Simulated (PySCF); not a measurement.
Relaxed structures of CH$_{4}$SSi, singlet (PBE0-D4/def2-TZVP; forces vanish, vibrations not checked; lower isomers may exist, and structures with a doubtful reference or unclear bonds are left out; Å). Computed with PySCF 2.14 with density fitting (its default auxiliary sets; JK sets also for MP2 and CCSD(T)) (basis: def2-TZVPP); correlated methods freeze the cores.

(1) Rank them by CCSD(T) energy, lowest first, and give each one's height above the lowest. Links in brackets join atoms within 1.22 times the sum of their covalent radii (1.1 for two metals). (An estimate is asked for; the value comes from the calculation.)
A.
CH₄SSi ([SiH][CH][SH2])
```
7
angstrom
Si 0.7273 -0.7056 1.8713
C 0.6736 -0.3471 0.1132
S -0.6865 0.4159 -0.5347
H -1.0946 -0.2564 -1.6569
H -0.2889 1.4575 -1.3312
H -0.6595 -0.1061 2.1480
H 1.4593 -0.5813 -0.5987
```
B.
CH₄SSi ([SiH3][CH][S])
```
7
angstrom
Si -0.6842 0.3325 -0.2400
C 0.9571 -0.4684 0.2084
S 1.3565 -0.9227 1.7011
H -1.3674 -0.5184 -1.2523
H -0.4130 1.6588 -0.8587
H -1.5151 0.4766 0.9762
H 1.6785 -0.6333 -0.5986
```
C.
CH₄SSi ([SiH3][C][SH])
```
7
angstrom
Si -0.6609 0.2758 -0.1667
C 0.8493 -0.7000 0.3079
S 1.1550 -0.8617 1.8822
H -1.4890 -0.6370 -0.9972
H -0.1638 1.3981 -1.0047
H -1.5115 0.8339 0.9285
H 2.3050 -1.6077 1.9054
```

T1 diagnostic: at most 0.023. The restricted Hartree–Fock reference is unstable towards an unrestricted one at one or more of these structures.

## Answers

(1) Computed: B (0.00 kcal/mol), C (42.37 kcal/mol), A (55.15 kcal/mol). Heights count from the lowest.

For scale, one of the runs: CCSD(T)/def2-TZVPP, 171 basis functions, launched by `OMP_NUM_THREADS=2 python run.py`. The run took 3.9 min on 2 CPU threads of an Arm Neoverse V2 (shared host), with 1.2 GiB of host memory at its peak.
